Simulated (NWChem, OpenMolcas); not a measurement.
# CH5FSi: a line through the functionals

The species is CH5FSi (8 atoms), meant as a singlet with charge 0. As SMILES, `C[SiH2]F`. The shape is that of a PBE0-D4/def2-TZVP optimisation.

The dipole moment y, in D, basis 6-311+G(d,p); a is the functional's share of exact exchange. Programs: NWChem 7.3.0, OpenMolcas 26.06.

```
functional     program     a  y (D)
       PBE      NWChem     0   1.89
      TPSS      NWChem     0   1.86
     B3LYP      NWChem   0.2   1.94
      PBE0  OpenMolcas  0.25      ?
     BHLYP      NWChem   0.5   2.02
```

Fit y = c + s·a to the known rows and predict PBE0.


1. Means of the 4 rows: a = 0.1750, y = 1.927.
2. Σ(Δa)² = 0.1675, Σ(Δa·Δy) = 0.04875, so the slope is 0.04875/0.1675 = 0.29104.
3. Intercept: 1.927 − (0.29104) × 0.1750 = 1.876. The largest residual of the fit is 0.016.
4. PBE0: 1.876 + (0.29104) × 0.25 = 1.95 D.

The run gave 1.97 D, so the prediction is off by -0.02 D, about the scatter of the fit. More exact exchange makes the molecule more polar here.
